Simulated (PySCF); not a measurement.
## Bond curve of SO

Set-up: PySCF, no relativity, basis sets S 6-311G(d,p), O 6-311G(d,p). Energies in eV from S + O in their ground configurations at the same level. State: ³Σ⁻ (triplet), unpaired electrons π ↑↑.

All columns are PBE0. A positive dipole means S(−)O(+).

```tsv
R (Å)	E (eV)	μ (D)	Mulliken charge on S (basis-dependent)	HOMO (eV)	LUMO (eV)	Mayer bond order	⟨S²⟩
1.293	-3.162	-1.25	0.33	-6.56	-2.18	1.88	2.01
1.353	-4.150	-1.42	0.35	-6.87	-2.48	1.87	2.01
1.413	-4.688	-1.56	0.35	-7.17	-2.78	1.86	2.01
1.458	-4.876	-1.64	0.35	-7.38	-2.99	1.86	2.01
1.503	-4.927	-1.70	0.35	-7.59	-3.20	1.86	2.01
1.548	-4.873	-1.74	0.35	-7.79	-3.41	1.86	2.01
1.608	-4.680	-1.78	0.34	-8.04	-3.66	1.87	2.01
1.683	-4.307	-1.81	0.32	-8.31	-3.96	1.88	2.01
1.774	-3.746	-1.80	0.30	-8.60	-4.28	1.89	2.01
1.894	-2.915	-1.76	0.27	-8.88	-4.66	1.90	2.01
```

A fit through these points gives, at Re = 1.500 Å, μ = -1.70 D and dμ/dR = -1.19 D/Å; the reduced mass is 10.66 u.

Problem. How strong is the fundamental in the double-harmonic approximation, I = 42.26·(dμ/dR)²/μred km/mol?

Solution. I = 42.26·(-1.19)²/10.66 = 5.61 km/mol at PBE0.

The state is the lowest determinant that a PBE0 search found; another state may lie lower at other levels.
